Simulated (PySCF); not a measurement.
Nonlinear optical response: `[C-]#[N+]/C=C/SC`, C₄H₅NS

Geometry:
```tsv
atom	x (Å)	y (Å)	z (Å)
C1	3.615	0.391	0.324
N2	2.455	0.284	0.228
C3	1.110	0.180	0.129
C4	0.540	-0.882	-0.447
S5	-1.152	-1.189	-0.663
C6	-1.940	0.271	0.075
H7	0.562	1.012	0.548
H8	1.143	-1.684	-0.848
H9	-1.633	1.164	-0.461
H10	-3.009	0.122	-0.038
H11	-1.686	0.334	1.129
```

Computed, not measured: PySCF 2.14.0, quadratic response PBE0/def2-SVPD first hyperpolarisability, Taylor convention, gas phase. Geometry: GFN2-xTB.

(1) What is the first hyperpolarisability, and how does it disperse?

(2) Which lowest excitations, dipole and polarisabilities go with it?

Results:

(1) In au, Taylor convention; the vector part is βᵢ = ⅓ Σⱼ (βᵢⱼⱼ + βⱼᵢⱼ + βⱼⱼᵢ); β∥ is 3/5 of the vector part along the dipole, the dipole points from − to +:
| process | λ (nm) | β vector norm | β∥ | β HRS | depolarisation ratio |
| --- | --- | --- | --- | --- | --- |
| static β(0;0,0) | ∞ | 535.0 | 316.0 | 252.7 | 3.53 |
| second harmonic β(−2ω;ω,ω) | 1907 | 588.1 | 346.6 | 276.2 | 3.58 |
| Pockels β(−ω;ω,0) | 1907 | 551.8 | 325.7 | – | – |
| second harmonic β(−2ω;ω,ω) | 1064 | 740.5 | 434.4 | 343.1 | 3.71 |
| Pockels β(−ω;ω,0) | 1064 | 592.1 | 349.0 | – | – |

(2) S1 5.09 eV (f = 0.490); S2 5.43 eV (f = 0.000); S3 5.78 eV (f = 0.001); dipole 4.50 D; isotropic α 80.9 au static, 81.3 au at 1907 nm, 82.2 au at 1064 nm, 82.5 au at 953.5 nm, 86.9 au at 532 nm.
